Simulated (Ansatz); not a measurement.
**SiCF (sextet): from Hartree-Fock to the top rungs, cc-pVDZ**

How much of the correlation energy of SiCF (sextet) does each wave-function method recover here?

Program: Ansatz 0.2.0, Gaussian basis. Level of theory: cc-pVDZ, core rule «outside noble gas», up to 7 orbitals frozen. These are calculated values, not measurements.

To be run: UHF; CCSD(T) on ROHF; CCSD(T) on UHF; BCCD(T) on ROHF; CISD; CCSDT(Q) on ROHF; CCSDT(Q) on UHF.

30 further runs of the same task are left out: 6 for a known fault of the program, 9 that didn't finish, 15 set aside as unsound or not needed.

## (1) The geometry

The geometry is a PBE0/def2-TZVP stationary point (not a proven minimum) of the parent state, kept for this charge and spin.

3 atoms, charge 0, spin multiplicity 6.

Atoms are counted from 1 here; the program's logs count them from 0.

Bond lengths: F1–C2 1.299 Å, C2–Si3 1.895 Å. Angles: F1–C2–Si3 122.9°.

Geometry (Å):

```xyz
3
CFSi
F     0.0000   -0.2300    1.5483
C     0.0000    0.5580    0.5158
Si    0.0000   -0.0831   -1.2679
```

## (2) UHF

The input, in.yaml:

```yaml
crystal:
  periodic: [false, false, false]
  atoms:
    - {symbol: F, position_ang: [0.000000, -0.229980, 1.548266]}
    - {symbol: C, position_ang: [0.000000, 0.558036, 0.515839]}
    - {symbol: Si, position_ang: [0.000000, -0.083073, -1.267920]}
basis:
  gaussian: {orbitals: cc-pVDZ}
magnetization: {spin_polarized: true, initial_magnetization: 5}
hamiltonian: {xc: hf}
output: {orbitals: {seedname: orbitals}}
```

Command:

```
ansatz run in.yaml --threads 1 --pin off --events-out ev --progress --plain --max-ram 2393MiB
```

After this run come: CCSD(T) on ROHF; CCSD(T) on UHF; BCCD(T) on ROHF; CISD; CCSDT(Q) on ROHF; CCSDT(Q) on UHF.

Q: Predict the results of all the runs planned. Wanted: UCCSDT(Q) below the RHF energy; RMP2 from UCCSDT(Q); UMP2 from UCCSDT(Q); RCCSD from UCCSDT(Q); RCCSD(T) from UCCSDT(Q); UCCSD(T) from UCCSDT(Q); RCCSDT(Q) from UCCSDT(Q); T1 diagnostic.

As calculated:

| quantity | value |
| --- | --- |
| UCCSDT(Q) below the RHF energy | -9.1283 eV |
| RMP2 from UCCSDT(Q) | +20.15 kcal/mol |
| UMP2 from UCCSDT(Q) | +20.32 kcal/mol |
| RCCSD from UCCSDT(Q) | +5.88 kcal/mol |
| RCCSD(T) from UCCSDT(Q) | +1.02 kcal/mol |
| UCCSD(T) from UCCSDT(Q) | +1.02 kcal/mol |
| RCCSDT(Q) from UCCSDT(Q) | +0.10 kcal/mol |
| levels within 1 kcal/mol (43 meV) | BCCD(T), RCCSDT, UCCSDT, RCCSDT(Q) |
| T1 diagnostic | 0.025 |

**Reading.** RCCSD(T) misses by +1.02 kcal/mol, 0.5 % of the correlation energy. These misses are within one basis, not against nature; the frozen cores of restricted and unrestricted runs differ, which can shift their rows.
